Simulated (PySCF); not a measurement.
# HF, singlet: reading a ladder of total energies

Geometry: MP2(full)/6-31G*, from the G2/97 set.

| atom | x (Å) | y (Å) | z (Å) |
| --- | --- | --- | --- |
| F | 0.0000 | 0.0000 | 0.0000 |
| H | 0.0000 | 0.0000 | 0.9339 |

Basis cc-pVTZ; PySCF 2.14.0. Only valence electrons are correlated (noble-gas cores frozen), which leaves 8 electrons in 43 orbitals. Prefix R: restricted or restricted open-shell reference.

Full CI isn't at hand for all of this; RCCSDT(Q) serves as the reference, and is uncertain by about the last step of the cluster series.

| level | total energy (hartree) |
| --- | --- |
| RHF | -100.056920 |
| RMP2 | -100.329511 |
| RCCSD | -100.331610 |
| RCCSD(T) | -100.338056 |
| RCCSDT | -100.338086 |
| RCCSDT(Q) | -100.338337 |

**Question.** What is the correlation energy at RCCSDT(Q), and what share of it do RMP2 and RCCSD recover?

**Answer.** E(corr) = -100.338337 − (-100.056920) = -0.281417 hartree = -7.658 eV. RMP2: -0.272591 / -0.281417 = 96.86 %. RCCSD: -0.274690 / -0.281417 = 97.61 %.

**Question.** By how many kcal/mol does RCCSD(T) miss RCCSDT(Q) (1 hartree = 627.509 kcal/mol), and which steps make up the rest?

**Answer.** -100.338056 − (-100.338337) = 0.000281 hartree = 0.18 kcal/mol. Steps: RCCSDT − RCCSD(T) = -0.02, RCCSDT(Q) − RCCSDT = -0.16 kcal/mol. That is within 1 kcal/mol of the reference in this basis, which itself misses far more of the correlation at the basis-set limit.
